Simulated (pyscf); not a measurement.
**Four-centre exchange: `[O]=[W]([F])([F])([F])[F]` + `[H][H]` → `[O]=[WH]([F])([F])[F]` + `[FH]`**

Gas phase, singlet surface, charge 0. Bonds broken: W2–F3, H7–H8. Bonds formed: W2–H7, F3–H8. Optimised with ωB97X-D3(BJ)/def2-SVP in PySCF.

Transition state (Å):

```xyz
8

O     -0.5133     0.1895    -0.9644
W      0.1692    -0.5154     0.3879
F      0.3430    -0.9324     2.4818
F     -0.9955    -1.9457     0.5269
F      1.5985    -1.5246    -0.2031
F      1.1945     0.9291     0.9183
H     -1.1116     0.3047     1.5449
H     -0.5840    -0.1903     2.2252
```

One imaginary mode, 1023i cm⁻¹; descent along it reached the two sides named, in the forms told below.

```
bond   change  reactant side (Å)  saddle  product side
-----  ------  -----------------  ------  ------------
W2–F3  breaks              1.855   2.142         2.487
H7–H8  breaks              0.760   0.993         2.394
W2–H7   forms                3.7   1.911         1.716
F3–H8   forms                2.7   1.215         0.930
```

Electronic energies relative to the separated reactants (eV):

```
level                   barrier  reaction energy  reverse barrier
----------------------  -------  ---------------  ---------------
ωB97X-D3(BJ)/def2-TZVP     1.63            +1.23             0.40
PBE/def2-TZVP              1.50            +1.28             0.22
r²SCAN/def2-TZVP           1.57            +1.41             0.17
B3LYP-D3(BJ)/def2-TZVP     1.66            +1.24             0.42
PBE0-D3(BJ)/def2-TZVP      1.54            +1.17             0.37
M06-2X/def2-TZVP           1.72            +1.15             0.56
ωB97M-D3(BJ)/def2-TZVP     1.65            +1.16             0.48
HF/def2-TZVP               2.23            +1.02             1.21
```

With ωB97M-D3(BJ)/def2-TZVP energies and thermal terms (ideal gas, 1 atm, RRHO with modes under 100 cm⁻¹ raised to 100, one conformer, R ln 2 for chiral ones without a mode under 150 cm⁻¹), in eV:

| T (K) | ΔH‡ | ΔG‡ | ΔH | ΔG |
|---|---|---|---|---|
| 298 | 1.71 | 2.05 | +1.28 | +1.16 |
| 600 | 1.66 | 2.42 | +1.24 | +1.06 |
| 900 | 1.65 | 2.80 | +1.22 | +0.97 |
| 1200 | 1.65 | 3.19 | +1.21 | +0.89 |

On the product side the descent ends in a bound adduct, 0.35 eV under the separated species and 0.75 eV under the saddle at ωB97X-D3(BJ)/def2-TZVP. One saddle was located; it need not be the lowest between these sides. Elements past Kr carry the def2 core potentials, without spin-orbit coupling.
